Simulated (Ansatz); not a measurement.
`F/C=C(\F)CF` → 3 C• + 3 F• + 3 H•  (atomization)

Computed with Ansatz on PBE0-D4/def2-TZVP structures; ΔE is electronic, products minus reactants. CCSD(T)/CBS adds triple-zeta CCSD(T) − MP2 to the extrapolated MP2 energy (def2 sets, frozen cores). This one scheme is used for every species, atoms too. Functionals use def2-TZVPP. HSE06 is defined as in plane-wave codes. No spin–orbit coupling; open shells (•) take unrestricted orbitals. Spin–orbit coupling would lower the free atoms: a little for C, F. Each species was taken in one conformer, which may not be the lowest.

| level | ΔE (kJ/mol) |
| --- | --- |
| B97M-V | 3682.7 |
| HSE06-D4 | 3719.1 |
| ωB97M-V | 3692.0 |
| r2SCAN | 3698.8 |
| CCSD/def2-SVP | 3455.7 |
| CCSD/def2-TZVPP | 3500.7 |
| MP2/def2-QZVPP | 3755.9 |
| MP2/CBS(def2) | 3796.2 |

(1) What does CCSD(T)/CBS give? (Estimate.)

Largest T1 diagnostic among the species: 0.012.

Answers

(1) The calculation gave: +3671.9 kJ/mol. The listed levels differ from it by 10.8, 47.2, 20.1, 26.9, -216.2, -171.2, 84.0, 124.3 kJ/mol.

The D4 term adds +22.2 kJ/mol with B3LYP and +11.5 kJ/mol with PBE0; it sums over pairs of atoms, weighted by their polarisabilities, and B3LYP, whose exchange is more repulsive, gets the larger term. Leaving LDA and LC-ωPBE aside and taking each functional with its dispersion term where it has one, the values, not all of them listed here, spread over 341.3 kJ/mol, from BHLYP-D4 to PBE-D4. LDA lies +563.5 kJ/mol from PBE without D4, its usual overbinding. In def2-TZVPP, CCSD(T) changes the Hartree–Fock value by +993.9 kJ/mol (the triples alone add +72.3 kJ/mol) and MP2 by +1118.3 kJ/mol; breaking electron pairs costs correlation energy, which Hartree–Fock lacks.

B3LYP here is the variant with VWN-RPA as its local correlation; programs differ in this.

For atomizations the MP2-based limit and the directly extrapolated one differ by several kJ/mol either way, and by 10 to 25 for some Ge, Se and Sn compounds, so smaller differences from it don't rank the levels.
